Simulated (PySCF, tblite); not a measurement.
**A complex of hydrogen sulfide and methylamine**

A gas-phase complex of hydrogen sulfide and methylamine; neutral, singlet. The structure comes from a short search (6 tight-binding starts) and was relaxed by PBE0-D3(BJ)/def2-TZVPD; another way of binding may lie lower. No frequency run checks that it is a minimum.

Parts: 1 = hydrogen sulfide (S), atoms 1–3; 2 = methylamine (CN), atoms 4–10.

```csv
atom,part,x (Å),y (Å),z (Å)
S1,1,0.521,0.950,-0.296
H2,1,-0.767,0.588,-0.215
H3,1,0.969,-0.296,0.042
C4,2,0.398,-2.900,0.965
N5,2,1.572,-2.166,0.517
H6,2,-0.032,-2.398,1.834
H7,2,-0.357,-2.886,0.176
H8,2,0.587,-3.947,1.235
H9,2,1.974,-2.590,-0.309
H10,2,2.292,-2.157,1.229
```

```tsv
contact	kind (by geometry)	distance (Å)	angle (°)
H3···N5	hydrogen bond	2.022	178
```

Interaction energies are complex less parts, with the parts frozen as they stand in it; counterpoise-corrected, in kcal/mol (PySCF). The CCSD(T) estimate is Hartree-Fock/aug-cc-pVQZ, plus the MP2 correlation part extrapolated as X⁻³ from aug-cc-pVTZ and aug-cc-pVQZ, plus CCSD(T) less MP2 in aug-cc-pVDZ; noble-gas cores are frozen. It isn't the exact limit.

```csv
level,interaction,superposition error removed
Hartree-Fock/aug-cc-pVQZ,-0.44,-
wB97M-D3(BJ)/def2-TZVPD,-4.08,-0.14
PBE0-D3(BJ)/def2-TZVPD,-5.29,-0.13
MP2/aug-cc-pVQZ,-4.56,-0.31
```

Question: What does CCSD(T) at its estimated basis limit give, and which of these levels comes nearest?

Answer: -4.08 kcal/mol. wB97M-D3(BJ)/def2-TZVPD is nearest, off by -0.01; the errors are Hartree-Fock/aug-cc-pVQZ +3.63, wB97M-D3(BJ)/def2-TZVPD -0.01, PBE0-D3(BJ)/def2-TZVPD -1.21, MP2/aug-cc-pVQZ -0.48.

Question: What holds them together? Decompose the wB97M-D3(BJ)/def2-TZVPD energy: frozen parts, their antisymmetrised product, then relaxation.

Answer: electrostatic -10.2, Pauli repulsion +13.3, orbital relaxation -5.9, dispersion correction -1.4 kcal/mol, which sum to the value before the counterpoise correction; the Pauli term holds the exchange-correlation of the frozen density too. Of the attraction, 58 % is electrostatic, 34 % is orbital relaxation, 8 % is dispersion correction.

The parts were also relaxed and run alone, at the levels used for the complex: shieldings by PBE0/pcSseg-2; core levels by delta-SCF with SCAN, pcX-2 on the ionised atom and pcseg-1 elsewhere, spin-free X2C (2p3/2 is the spin-free 2p value less a third of a first-order spin-orbit splitting).

Values alone: S1–H3 bond (Å): 1.342; shielding of H3 (ppm): 30.49; shielding of N5 (ppm): 245.4; shielding of S1 (ppm): 712.6; S1 2p3/2 core level (eV): 170.37; C4 1s core level (eV): 291.51; N5 1s core level (eV): 405.10.

Question: What does binding change?

Answer: 
```csv
property,alone,in the complex,change
S1–H3 bond (Å),1.342,1.367,+0.025
shielding of H3 (ppm),30.49,24.61,-5.88
shielding of N5 (ppm),245.4,233.4,-12.0
shielding of S1 (ppm),712.6,728.8,+16.2
S1 2p3/2 core level (eV),170.37,168.94,-1.44
C4 1s core level (eV),291.51,291.98,+0.47
N5 1s core level (eV),405.10,405.60,+0.50
```
